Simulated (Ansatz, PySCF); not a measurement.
This PySCF input computes a r2SCAN/def2-TZVPD energy:

```python
from pyscf import gto, scf, dft

mol = gto.M(
    atom='''
    C    -0.01056978    0.49778310    0.42770843
    F     0.01210757   -0.48553006   -0.48251610
    H    -0.98026178    0.69384468    0.86184822
    H     0.93471233    0.68922727    0.91454611
    ''',
    basis='def2-tzvpd',
    charge=0,
    spin=1,
    verbose=4,
)

mf = dft.UKS(mol, xc='r2scan').density_fit(auxbasis='def2-universal-jkfit')
mf.grids.level = 4
mf.conv_tol = 1e-9
mf.max_cycle = 100
mf.max_memory = 1500
mf.kernel()
if not mf.converged:
    mf = mf.newton()
    mf.kernel(mf.make_rdm1())
for _ in range(2):
    mo, _, stable, _ = mf.stability(return_status=True)
    if stable:
        break
    mf.kernel(mf.make_rdm1(mo, mf.mo_occ))
mf.analyze()
```

Question: Write an input for the same energy in Ansatz (a program for electronic structure) and say what it gives.

Answer: 
Ansatz 0.2 input:
```yaml
crystal:
  periodic: [false, false, false]
  atoms:
    - {symbol: C, position_ang: [-0.01056978, 0.49778310, 0.42770843]}
    - {symbol: F, position_ang: [0.01210757, -0.48553006, -0.48251610]}
    - {symbol: H, position_ang: [-0.98026178, 0.69384468, 0.86184822]}
    - {symbol: H, position_ang: [0.93471233, 0.68922727, 0.91454611]}
basis:
  gaussian:
    orbitals: def2-TZVPD
hamiltonian:
  xc: {name: r2SCAN}
magnetization: {spin_polarized: true, initial_magnetization: 1}
output: {forces: true}
```
It gives -139.06855 Eh, and PySCF -139.06860 Eh, a difference of 0.05 mEh, from the treatment of integrals and grids.

It need not be the lowest isomer of its formula.
